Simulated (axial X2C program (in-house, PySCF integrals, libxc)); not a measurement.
**BC⁺: cheaper levels and CCSD(T), 2c**

Computed with an axial X2C code built on PySCF integrals. Two-component (2c) means X2C with spin–orbit coupling and atomic mean-field two-electron Coulomb and Gaunt terms. Basis: C dyall-v3z [7s6p2d1f], B dyall-v3z [7s6p2d1f] (cores contracted in-house); Gaussian nuclei, density fitting, unrestricted open shells. Masses: C 12.000 u, B 11.009 u.

State: Ω = 2 (⟨Sz⟩ = 2.00, ⟨Lz⟩ = 0.00 at HF); fragments C + B+.

```json
{"level": "PBE0", "Re (Å)": "1.431", "ωe (cm⁻¹)": "1425.2"}
{"level": "HF", "Re (Å)": "1.417", "ωe (cm⁻¹)": "1494.1"}
{"level": "MP2", "Re (Å)": "1.428", "ωe (cm⁻¹)": "1456.1"}
{"level": "CCSD", "Re (Å)": "1.434", "ωe (cm⁻¹)": "1422.4"}
{"level": "BLYP", "Re (Å)": "1.445", "ωe (cm⁻¹)": "1349.1"}
```

Correlated methods: 6 electrons correlated (number of frozen shells: C 1 s; B 1 s), 154 virtual spin orbitals or spinors in MP2, 66 natural virtuals in coupled cluster.

CCSD(T), same Hamiltonian and basis:

Re = 1.438 Å, ωe = 1402.9 cm⁻¹; T1 = 0.025 (Lee–Taylor normalisation).

Q: Give the differences from CCSD(T) in the columns below.

A: 

```tsv
level	ΔRe (Å)	Δωe (cm⁻¹)
PBE0	-0.007	22
HF	-0.021	91
MP2	-0.010	53
CCSD	-0.004	20
BLYP	0.007	-54
```

One determinant describes the state; a PBE0 search over occupations chose it and may have missed a lower one. De is not given where an atomic determinant may have missed its ground term or J level, or where the truncated virtual space spoils (T). Density functionals use the spin component along the axis (collinear). CCSD and (T) use frozen natural virtuals with an MP2 correction for the truncation; (T) itself is uncorrected, so its De runs slightly low. PBE0 can misorder states that lie within some tenths of an eV, so this need not be the ground state of the molecule. The nearest other 2c determinant of the search, Ω = 1, lies 0.71 eV up at the distance of the search. Without a current term, density functionals place determinants with orbital angular momentum somewhat too high. The spin of this state cannot come from the lowest atoms; the curve heads to a higher limit, and no De is given. With several unpaired electrons one determinant need not be a pure state. Open-shell Ω = 0 determinants with evenly filled partner blocks cannot be reached by this program, so the Ω shown need not be the lowest component.
